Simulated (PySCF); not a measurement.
# C4H9N2: g tensor and hyperfine couplings

C4H9N2 (doublet state).
Z-matrix (Å and degrees, GFN2-xTB geometry), rows numbered from 1:
```
C 
N   1  1.4356
C   2  1.3625  1  122.84
C   3  1.4023  2  124.38  1  -166.20
C   4  1.5071  3  119.07  2     2.79
N   4  1.2992  3  124.68  2  -177.68
H   1  1.0909  2  109.57  3  -151.14
H   1  1.0972  2  112.23  3    88.30
H   1  1.0888  2  109.34  3   -31.95
H   2  1.0090  1  116.17  3  -154.54
H   3  1.0810  2  115.71  1    17.02
H   5  1.0902  4  110.93  3    60.77
H   5  1.0894  4  110.76  3   -60.49
H   5  1.0852  4  108.30  3  -179.93
H   6  1.0188  4  113.16  3     0.79
```

The hyperfine couplings belong to this conformer and change with its torsions.

As a line formula: `[H]/N=C(/C)[CH]NC` [radical].

Method: UKS B3LYP, pcH-1 on C H N, non-relativistic, mean-field spin-orbit, GIAO in PySCF 2.14.0. One conformer (not necessarily the lowest) at the GFN2-xTB geometry, without solvent, vibrations or thermal averaging. The geometry wasn't refined by DFT: couplings that depend on bond lengths, twists or pyramidal angles can differ widely from those at the functional's own minimum. The frame is twisted about the N2–C3 bond at this geometry (dihedral H10–N2–C3–C4 = -12°); couplings at other torsion angles weren't computed. The SCF solution wasn't tested for stability.

| Item | Value |
| --- | --- |
| g1, g2, g3 | 2.00211, 2.00341, 2.00447 |
| g_iso | 2.00333 |
| Form of g | rhombic: the two nearest values differ by 45 % of g3 − g1 |
| ⟨S²⟩ | 0.7651 (exact 0.7500) |
| α and β electrons | 24, 23 |
| Basis functions | 240 |

Isotropic coupling and dipolar principal values T1 to T3, in mT; ρ(0) is the spin density at the nucleus (MHz turned into mT with g_iso):

```tsv
atom	isotope	a_iso	T1	T2	T3	Mulliken spin population	ρ(0) (bohr⁻³)
C1	13C	-0.10	-0.06	-0.03	0.09	-0.01	-0.0025
N2	14N	0.55	-0.47	-0.45	0.92	0.20	0.0475
C3	13C	1.34	-1.60	-1.56	3.16	0.54	0.0333
C4	13C	-1.22	-0.50	0.15	0.35	-0.13	-0.0303
C5	13C	-0.01	-0.03	-0.01	0.04	0.01	-0.0002
N6	14N	0.54	-0.70	-0.70	1.40	0.43	0.0466
H7	1H	0.29	-0.10	-0.09	0.19	0.00	0.0018
H8	1H	1.26	-0.08	-0.08	0.16	0.02	0.0079
H9	1H	0.19	-0.10	-0.09	0.19	0.00	0.0012
H10	1H	-0.45	-0.51	-0.19	0.69	-0.01	-0.0028
H11	1H	-1.26	-0.69	-0.06	0.75	-0.02	-0.0079
H12	1H	-0.31	-0.09	-0.04	0.13	0.00	-0.0020
H13	1H	-0.28	-0.09	-0.04	0.13	0.00	-0.0017
H14	1H	-0.05	-0.08	-0.04	0.12	0.00	-0.0003
H15	1H	-0.95	-0.69	-0.21	0.90	-0.02	-0.0060
```

The Mulliken spin populations are largest on C3 (+0.54), N6 (+0.43), N2 (+0.20) and C4 (-0.13). Three atoms exceed +0.15. The angles at C3 add up to 359.9°, so it is planar.

The SMILES `[H]/N=C(/C)[CH]NC` draws the unpaired electron on C3, whose computed spin population is only +0.54.

Axes: g3 points within 8° of the C3–H11 bond.

Under fast tumbling the dipolar parts average out, and these isotropic splittings remain (the largest six): 1 × 1H (H11, I = 1/2, 2 lines) with 1.26 mT, 1 × 1H (H15, I = 1/2, 2 lines) with 0.95 mT, 3 × 1H (H7/H8/H9, I = 1/2, 4 lines) with 0.58 mT, 1 × 14N (N2, I = 1, 3 lines) with 0.55 mT, 1 × 14N (N6, I = 1, 3 lines) with 0.54 mT and 1 × 1H (H10, I = 1/2, 2 lines) with 0.45 mT.

Means are taken over nuclei equivalent by connectivity, which assumes that they swap fast. The three 1H nuclei of mean +16.2 MHz run from 5.3 to 35.2 MHz in the frozen geometry. The three 1H nuclei of mean -6.0 MHz run from -8.8 to -1.5 MHz in the frozen geometry.

The 13C coupling of C3 (37.5 MHz) shows only in satellite lines or after enrichment, since that isotope makes up about 1.07 % of natural carbon.

The run took 91 s (grids of density and orbitals included) on AMD EPYC, one thread, shared host, and the process peaked at 0.84 GiB of memory.
